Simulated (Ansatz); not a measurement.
# Molecular dynamics, step by step

C2H7O (SMILES [OH-].CC) (charge -1), singlet, PBE0-D4/def2-SVP (Ansatz 0.2.0). Settings (timestep in fs, temperature in K; T counts 24 degrees of freedom):

```yaml
hamiltonian: {xc: pbe0, dispersion: d4}
md: {n_steps: 40, timestep: 0.5, temperature: 300, ensemble: nve, seed: 376, initial_velocities: maxwell_boltzmann}
```

Start (the SMILES describes the start alone):

O1  (-0.404, -0.573, -2.556)
H2  (0.193, -0.070, -3.119)
C3  (0.536, 0.583, 0.946)
C4  (-0.495, -0.433, 0.483)
H5  (0.573, 0.702, 2.037)
H6  (1.537, 0.297, 0.609)
H7  (0.330, 1.567, 0.512)
H8  (-0.483, -0.507, -0.628)
H9  (-1.501, -0.144, 0.809)
H10  (-0.285, -1.422, 0.907)
(Å)

```csv
step,time (fs),potential energy less the start (meV),kinetic energy (meV),T (K)
0,0.00,0.0,310.2,300
2,1.00,25.4,285.4,276
4,2.00,64.2,247.0,239
6,3.00,91.1,219.8,213
8,4.00,122.0,188.8,183
10,5.00,162.5,148.8,144
12,6.00,187.1,124.5,120
14,7.00,174.6,136.8,132
16,8.00,133.9,177.0,171
18,9.00,96.5,214.0,207
20,10.00,82.8,228.0,220
22,11.00,80.2,230.9,223
24,12.00,74.1,236.8,229
26,13.00,69.8,241.1,233
28,14.00,69.5,241.5,234
30,15.00,67.9,243.2,235
32,16.00,61.6,249.4,241
34,17.00,55.2,255.6,247
36,18.00,58.1,252.9,245
38,19.00,63.4,248.0,240
40,20.00,43.4,268.1,259
```

Step 14, positions (Å) and forces (eV/Å):

```csv
atom,x,y,z,Fx,Fy,Fz
O1,-0.424,-0.571,-2.558,0.674,0.381,-0.512
H2,0.247,-0.150,-3.169,-0.687,-0.466,1.004
C3,0.506,0.575,0.954,1.351,1.789,1.456
C4,-0.463,-0.415,0.489,-0.811,-1.559,-2.241
H5,0.617,0.686,2.071,-0.365,0.079,-0.378
H6,1.520,0.268,0.667,0.274,-0.050,-0.322
H7,0.401,1.631,0.550,-0.215,-0.981,0.142
H8,-0.287,-0.555,-0.681,-0.522,0.339,0.576
H9,-1.534,-0.187,0.637,0.128,0.297,0.059
H10,-0.312,-1.423,0.924,0.173,0.172,0.217
```

Step 16, positions (Å) and forces (eV/Å):

```csv
atom,x,y,z,Fx,Fy,Fz
O1,-0.426,-0.570,-2.558,0.262,0.121,-0.116
H2,0.246,-0.167,-3.153,-0.257,-0.183,0.578
C3,0.507,0.577,0.958,0.930,1.735,1.398
C4,-0.462,-0.417,0.483,-0.402,-1.189,-1.950
H5,0.613,0.687,2.074,-0.352,0.074,-0.358
H6,1.509,0.267,0.668,0.587,-0.112,-0.359
H7,0.402,1.629,0.551,-0.209,-0.933,0.149
H8,-0.273,-0.546,-0.669,-0.520,0.180,0.305
H9,-1.524,-0.186,0.612,-0.199,0.349,0.121
H10,-0.311,-1.411,0.934,0.160,-0.044,0.231
```

Step 34, positions (Å) and forces (eV/Å):

| atom | x | y | z | Fx | Fy | Fz |
| --- | --- | --- | --- | --- | --- | --- |
| O1 | -0.456 | -0.571 | -2.553 | 0.543 | 0.224 | -0.053 |
| H2 | 0.368 | -0.256 | -2.998 | -0.507 | -0.202 | 0.492 |
| C3 | 0.538 | 0.603 | 1.017 | -1.095 | 0.091 | -1.160 |
| C4 | -0.452 | -0.448 | 0.415 | 0.554 | 0.809 | -0.163 |
| H5 | 0.493 | 0.726 | 2.130 | 0.152 | -0.038 | -0.513 |
| H6 | 1.537 | 0.288 | 0.667 | 0.206 | 0.234 | 0.432 |
| H7 | 0.325 | 1.594 | 0.515 | 0.315 | -0.604 | 0.555 |
| H8 | -0.270 | -0.550 | -0.763 | -0.151 | -0.192 | 0.562 |
| H9 | -1.508 | -0.093 | 0.479 | 0.325 | -0.252 | 0.287 |
| H10 | -0.307 | -1.372 | 1.019 | -0.341 | -0.069 | -0.439 |

Last step (40):

```xyz
10
angstrom
O -0.4628 -0.5704 -2.5510
H 0.3751 -0.2995 -2.8892
C 0.5435 0.6065 1.0251
C -0.4435 -0.4492 0.3950
H 0.4618 0.7409 2.1340
H 1.5553 0.3408 0.7303
H 0.3126 1.5822 0.5274
H -0.2920 -0.6030 -0.8177
H -1.4685 -0.0843 0.4827
H -0.3523 -1.3737 0.9870
```

The run took about 22 s on 4 CPU threads of an Intel Xeon (shared host).
